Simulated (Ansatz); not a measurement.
# AlNH3O (SMILES [NH2][Al][OH]), step by step

Aim: a series of 16 runs (UHF/STO-3G, UHF/3-21G, UHF/6-31G*, UB3LYP/6-31G*, UPBE/def2-SVP, UMP2/6-31G*) of AlH3NO. 

The results are computed with Ansatz 0.2.0.

**1. The molecule**

The species is AlNH3O (6 atoms), meant as a doublet with charge 0. SMILES: `[NH2][Al][OH]`. The shape is that of a PBE0-D4/def2-TZVP optimisation. This is one conformer, not always the lowest. The run starts from this shape.

Bond lengths: N1–Al2 1.769 Å, Al2–O3 1.705 Å, N1–H4 1.009 Å, N1–H5 1.006 Å, O3–H6 0.956 Å. Angles: N1–Al2–O3 116.1°, Al2–N1–H4 124.1°, Al2–N1–H5 125.0°, Al2–O3–H6 122.8°, H4–N1–H5 110.9°.

**2. A structure relaxation at UHF/STO-3G (start density atoms) (run 1)**

Input file input.yaml:

```yaml
crystal:
  periodic: [false, false, false]
  atoms:
    - {symbol: N, position_ang: [-0.923900, 0.240200, -0.760800]}
    - {symbol: Al, position_ang: [0.595200, 0.601300, 0.070700]}
    - {symbol: O, position_ang: [1.194100, -0.618500, 1.101200]}
    - {symbol: H, position_ang: [-1.434300, -0.623600, -0.657200]}
    - {symbol: H, position_ang: [-1.394700, 0.861600, -1.396800]}
    - {symbol: H, position_ang: [2.005700, -0.525100, 1.596800]}
basis:
  gaussian:
    orbitals: STO-3G
magnetization:
  spin_polarized: true
  initial_magnetization: 1
output: {orbitals: {seedname: orbitals}}
relax:
  f_tol: 0.002
hamiltonian:
  xc: hf
```

Command:

```
$ ansatz run input.yaml --threads 1 --pin off --max-ram 3480MiB --events-out events.jsonl --progress --plain --runs-dir runs
```

What it wrote:

```text
Warning: RAYON_NUM_THREADS=1 ignored (pool sized by the plan → 1); use --threads N
The last accepted step is kept in runs//last_step.txt (removed where the run ends without a failure and the disk answers)
[... 56 lines left out ...]
Total energy: -10023.00271336 eV, -368.3385558808 hartree
[... 6 lines left out ...]
Dipole moment:     0.291963     0.536928    -0.081349 e Å
```

Wall time 4.2 s (1 thread of Arm Neoverse V1, shared host); peak memory 0.1 GiB.

Step by step:

| step | energy from the first frame kept (eV) | largest force (eV/Å) |
| --- | --- | --- |
| 1 | 0.0000 | 3.0486 |
| 2 | -0.1715 | 0.7447 |
| 3 | -0.2044 | 0.3503 |
| 4 | -0.2098 | 0.2487 |
| 5 | -0.2108 | 0.0779 |
| 6 | -0.2109 | 0.0050 |
| 7 | -0.2109 | 0.0008 |

After the run. Bond lengths: N1–Al2 1.738 Å, Al2–O3 1.701 Å, N1–H4 1.018 Å, N1–H5 1.017 Å, O3–H6 0.988 Å. Angles: N1–Al2–O3 108.0°, Al2–N1–H4 124.9°, Al2–N1–H5 126.6°, Al2–O3–H6 109.9°, H4–N1–H5 108.4°.

**3. The harmonic vibrations at UHF/STO-3G (start density atoms) (run 2)**

Input file run.yaml:

```yaml
basis:
  gaussian:
    orbitals: STO-3G
crystal:
  periodic: [false, false, false]
  atoms:
    - {symbol: "N", position_ang: [-0.859312, 0.243150, -0.719069]}
    - {symbol: Al, position_ang: [0.633576, 0.644582, 0.074094]}
    - {symbol: O, position_ang: [1.080160, -0.673339, 1.053151]}
    - {symbol: H, position_ang: [-1.363015, -0.633645, -0.604249]}
    - {symbol: H, position_ang: [-1.377429, 0.829159, -1.368488]}
    - {symbol: H, position_ang: [1.928120, -0.474006, 1.518462]}
magnetization:
  spin_polarized: true
  initial_magnetization: 1
hamiltonian:
  xc: hf
phonons:
  temperatures:
    t_min: 298.15
    t_max: 298.15
    t_step: 1
```

Command:

```
$ ansatz run run.yaml --threads 1 --pin off --max-ram 3480MiB --events-out events.jsonl --progress --plain --runs-dir runs
```

What it wrote:

```text
Warning: RAYON_NUM_THREADS=1 ignored (pool sized by the plan → 1); use --threads N
[... 201 lines left out ...]
Total energy: -10023.00275720 eV, -368.3385574918 hartree
[... 6 lines left out ...]
Dipole moment:     0.291965     0.536928    -0.081348 e Å
Vibrations: 223.01 277.85 335.09 397.87 807.80 914.69 969.20 1107.71 1989.57 3983.12 4171.30 4206.85 cm⁻¹, zero-point energy 1.201658 eV
```

Run time: 7.5 s. Hardware: 1 thread of Arm Neoverse V1, shared host; peak memory 0.081 GiB.

Runs 3 to 7 aren't shown in full; the table further down has their settings and results.

**4. The singlet cation: a geometry optimisation at UHF/3-21G (start density atoms) (run 8)**

Input file molecule.yaml:

```yaml
basis:
  gaussian:
    orbitals: 3-21G.json
crystal:
  periodic: [false, false, false]
  atoms:
    - {symbol: N, position_ang: [-0.937274, 0.236518, -0.767893]}
    - {symbol: Al, position_ang: [0.588943, 0.654326, 0.039093]}
    - {symbol: O, position_ang: [1.254230, -0.491974, 1.076344]}
    - {symbol: H, position_ang: [-1.426225, -0.632314, -0.647341]}
    - {symbol: H, position_ang: [-1.423312, 0.839276, -1.404383]}
    - {symbol: H, position_ang: [1.985737, -0.669931, 1.658079]}
total_charge: 1
magnetization:
  spin_polarized: true
  initial_magnetization: 0
hamiltonian:
  xc: hf
relax: {}
```

The basis set 3-21G is read from a file made from the Basis Set Exchange's data (not shown).

Command:

```
$ ansatz run molecule.yaml --threads 1 --pin off --max-ram 3480MiB --events-out events.jsonl --progress --plain --runs-dir runs
```

What it wrote, cut to the lines that bear on the results:

```text
Warning: RAYON_NUM_THREADS=1 ignored (pool sized by the plan → 1); use --threads N
[... 1 set-up line as earlier in the session ...]
[... 65 lines left out ...]
Total energy: -10088.81735424 eV, -370.7571993222 hartree
[... 6 lines left out ...]
Dipole moment:    -0.022996     0.005089    -0.018006 e Å
```

It took 5.7 s on 1 thread of Arm Neoverse V1, shared host; peak memory 0.1 GiB.

The path in brief:

| step | energy from the first frame kept (eV) | largest force (eV/Å) |
| --- | --- | --- |
| 1 | 0.0000 | 3.8873 |
| 2 | -0.4886 | 2.6998 |
| 3 | -0.8193 | 1.0804 |
| 4 | -0.9441 | 1.3709 |
| 5 | -1.0321 | 0.8064 |
| 6 | -1.0703 | 0.2846 |
| 7 | -1.0713 | 0.0341 |
| 8 | -1.0713 | 0.0012 |

After the run. Bond lengths: N1–Al2 1.725 Å, Al2–O3 1.597 Å, N1–H4 1.006 Å, N1–H5 1.006 Å, O3–H6 0.951 Å. Angles: N1–Al2–O3 179.9°, Al2–N1–H4 124.6°, Al2–N1–H5 124.6°, Al2–O3–H6 180.0°, H4–N1–H5 110.9°.

Runs 9 to 15 aren't shown in full; the table further down has their settings and results.

**5. The harmonic vibrations at UMP2/6-31G(d) (Cartesian functions, start density atoms) (run 16)**

Input file run.yaml:

```yaml
crystal:
  periodic: [false, false, false]
  atoms:
    - symbol: N
      position_ang: [-0.934510, 0.241996, -0.768835]
    - symbol: Al
      position_ang: [0.596250, 0.586938, 0.078842]
    - symbol: O
      position_ang: [1.203305, -0.650345, 1.123787]
    - symbol: H
      position_ang: [-1.455967, -0.622534, -0.672254]
    - symbol: H
      position_ang: [-1.398607, 0.875839, -1.406787]
    - symbol: H
      position_ang: [2.031630, -0.495994, 1.599147]
basis:
  gaussian: {orbitals: "6-31G*"}
magnetization: {spin_polarized: true, initial_magnetization: 1}
correlation: {method: mp2}
phonons: {temperatures: {t_min: 298.15, t_max: 298.15, t_step: 1}}
```

Command:

```
$ ansatz run run.yaml --threads 1 --pin off --max-ram 3480MiB --events-out events.jsonl --progress --plain --runs-dir runs
```

What it wrote:

```text
Warning: RAYON_NUM_THREADS=1 ignored (pool sized by the plan → 1); use --threads N
[... 26 lines left out ...]
7 core orbitals not correlated: weight in the atoms' cores, before any rotation towards them, 1.000 or more for the frozen orbitals, at most 0.000 for the correlated occupied ones
[... 130 lines left out ...]
7 core orbitals not correlated: weight in the atoms' cores, before any rotation towards them, 1.000 or more for the frozen orbitals, at most 0.000 for the correlated occupied ones
[... 126 lines left out ...]
Dipole moment:     0.026825     0.197176    -0.083746 e Å
[... 1 line left out ...]
Checks for a lower state left out: cluster_reference
```

It took 46 s on 1 thread of Arm Neoverse V1, shared host; peak memory 0.12 GiB.

**6. Overview of the runs**

| run | level | task | walk f tol | partner | energy (Eh) | dipole moment (D) | ⟨S²⟩ | wall time |
| --- | --- | --- | --- | --- | --- | --- | --- | --- |
| 1 | UHF/STO-3G (start density atoms) | optimise | 0.002 | base | -368.338556 | 2.96 | 0.755 | 4.2 s |
| 2 | UHF/STO-3G (start density atoms) | frequencies | – | base | -368.338557 | 2.96 | 0.755 | 7.5 s |
| 3 | UHF/STO-3G (start density atoms) | energy | – | cation | -368.176559 | – | 0.253 | 0.38 s |
| 4 | UHF/STO-3G (start density atoms) | optimise | – | cation | -368.227342 | – | – | 14 s |
| 5 | UHF/3-21G (start density atoms) | optimise | 0.002 | base | -370.988570 | 0.88 | 0.753 | 6.3 s |
| 6 | UHF/3-21G (start density atoms) | frequencies | – | base | -370.988570 | 0.88 | 0.753 | 8.7 s |
| 7 | UHF/3-21G (start density atoms) | energy | – | cation | -370.717829 | – | – | 0.59 s |
| 8 | UHF/3-21G (start density atoms) | optimise | – | cation | -370.757199 | – | – | 5.7 s |
| 9 | UHF/6-31G* (Cartesian functions, start density atoms) | optimise | 0.002 | base | -373.009474 | 1.23 | 0.753 | 7.8 s |
| 10 | UHF/6-31G* (Cartesian functions, start density atoms) | frequencies | – | base | -373.009474 | 1.23 | 0.753 | 21 s |
| 11 | UB3LYP/6-31G* (Cartesian functions, start density atoms) | optimise | 0.002 | base | -374.247802 | 0.94 | 0.752 | 21 s |
| 12 | UB3LYP/6-31G* (Cartesian functions, start density atoms) | frequencies | – | base | -374.247802 | 0.94 | 0.752 | 59 s |
| 13 | UPBE/def2-SVP (start density atoms) | optimise | 0.002 | base | -373.789043 | 0.63 | 0.752 | 19 s |
| 14 | UPBE/def2-SVP (start density atoms) | frequencies | – | base | -373.789043 | 0.63 | 0.752 | 46 s |
| 15 | UMP2/6-31G* (Cartesian functions, start density atoms) | optimise | 0.002 | base | -373.397927 | 1.04 | 0.753 | 11 s |
| 16 | UMP2/6-31G* (Cartesian functions, start density atoms) | frequencies | – | base | -373.397927 | 1.04 | 0.753 | 46 s |

**7. Results**

| quantity | value |
| --- | --- |
| run 16, UMP2/6-31G*: total energy | -373.39793 Eh |
| run 16, UMP2/6-31G*: dipole moment (correlated density) | 1.04 D |
| run 16, UMP2/6-31G*: correlation energy (7 core orbitals frozen) | -389.8 mEh |
| run 16, UMP2/6-31G*: ⟨S²⟩ of the reference determinant | 0.753 |
| run 16, UMP2/6-31G*: largest force on an atom | 0.002 eV/Å |
| run 16, UMP2/6-31G*: lowest harmonic wavenumber | 212 cm⁻¹ |
| run 16, UMP2/6-31G*: highest harmonic wavenumber | 3866 cm⁻¹ |
| run 16, UMP2/6-31G*: zero-point energy | 101.8 kJ/mol |
| vertical ionisation energy (to the singlet cation), UHF/STO-3G | 4.408 eV |
| vertical ionisation energy (to the singlet cation), UHF/3-21G | 7.367 eV |
| adiabatic ionisation energy (to the singlet cation, no zero-point term), UHF/STO-3G | 3.026 eV |
| adiabatic ionisation energy (to the singlet cation, no zero-point term), UHF/3-21G | 6.296 eV |

**Reading.** At UHF/STO-3G: removing an electron at fixed nuclei costs 4.41 eV (425 kJ/mol). Only the singlet of the ionised species was computed; a triplet could lie lower. Its partner is spin-contaminated (⟨S²⟩ = 0.25 against 0.00), so the difference is in doubt. In a minimal basis such a difference can be off by several eV, whatever the method. At UHF/3-21G: the vertical ionisation energy comes to 7.37 eV (170 kcal/mol). At UHF/STO-3G: the adiabatic ionisation energy (to the singlet cation, no zero-point term) is 3.03 eV (70 kcal/mol). Totals of different functionals can't be ranked against each other. In runs 1, 2, 3, 4 the basis is minimal, so the values are rough. Spin contamination of the reference: run 3 ⟨S²⟩ = 0.25. All runs together took 4.7 min, the longest 59 s.
